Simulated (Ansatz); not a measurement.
Other spins and charges of Al–CH–Cl, doublet at one geometry

Geometry (PBE0/def2-TZVP stationary point for this spin, not checked as a minimum):

| atom | x (Å) | y (Å) | z (Å) |
| --- | --- | --- | --- |
| Al | 0.0000 | -0.1939 | 1.6855 |
| C | 0.0000 | 0.9065 | 0.0376 |
| Cl | 0.0000 | -0.2144 | -1.2860 |
| H | 0.0000 | 1.9302 | -0.3334 |

Basis cc-pVDZ; Ansatz 0.2.0. Only valence electrons are correlated (noble-gas cores frozen). Prefix R: restricted or restricted open-shell reference; prefix U: unrestricted.

Gaps are energies of the second state less the first, at fixed atoms, for a selection of the levels run; each method lands on the state that its own search finds for that charge and spin.

For open shells CISD is restricted-active-space CI with the open shells as a complete middle space.

PBE gives 8.057 eV for removing an electron, to the triplet. Estimate what UCCSDT(Q) gives in cc-pVDZ.

UCCSDT(Q) in cc-pVDZ gives 8.119 eV, so against it PBE is off by -0.062 eV, of which a good part can be the reference's own basis and frozen-core error.

| level | gap (eV) | error (meV) |
| --- | --- | --- |
| RHF | 7.503 | -616 |
| UHF | 7.399 | -720 |
| UMP2 | 7.958 | -161 |
| UCCSD(T) | 8.131 | 12 |
| BCCD(T) | 8.133 | 14 |
| UCCSDT | 8.124 | 5 |
| RCCSDT(Q) | 8.122 | 3 |
| r2SCANh | 8.091 | -28 |
| wB97M-V | 8.288 | 169 |

Quartet less doublet: 2.276 eV at UCCSDT(Q).

| level | gap (eV) | error (meV) |
| --- | --- | --- |
| RHF | 1.629 | -647 |
| UHF | 1.607 | -669 |
| RMP2 | 2.098 | -178 |
| UMP2 | 2.079 | -197 |
| CISD | 2.059 | -217 |
| RCCSD | 2.285 | 9 |
| UCCSD | 2.283 | 7 |
| RCCSD(T) | 2.280 | 4 |
| UCCSD(T) | 2.280 | 4 |
| BCCD(T) | 2.282 | 6 |
| RCCSDT | 2.278 | 2 |
| UCCSDT | 2.277 | 1 |
| RCCSDT(Q) | 2.276 | 0 |
| PBE | 2.139 | -137 |
| r2SCAN | 1.980 | -296 |
| PBE0 | 2.135 | -141 |
| B3LYP | 2.366 | 90 |
| r2SCANh | 1.991 | -285 |
| wB97M-V | 2.627 | 351 |
| B2PLYP | 2.329 | 53 |
| RPA-PBE | 2.339 | 63 |

In so small a basis the reference is far from its limit while semilocal and hybrid functionals are nearer theirs (RPA and double hybrids share much of the reference's basis error), so the functionals' errors here hold much of the reference's basis and frozen-core error, which can add to them or hide them.

Full CI isn't at hand for all of this; UCCSDT(Q) serves as the reference, and is uncertain by about the last step of the cluster series. The frozen core follows each run's orbitals, which can shift R against U totals by a few meV.
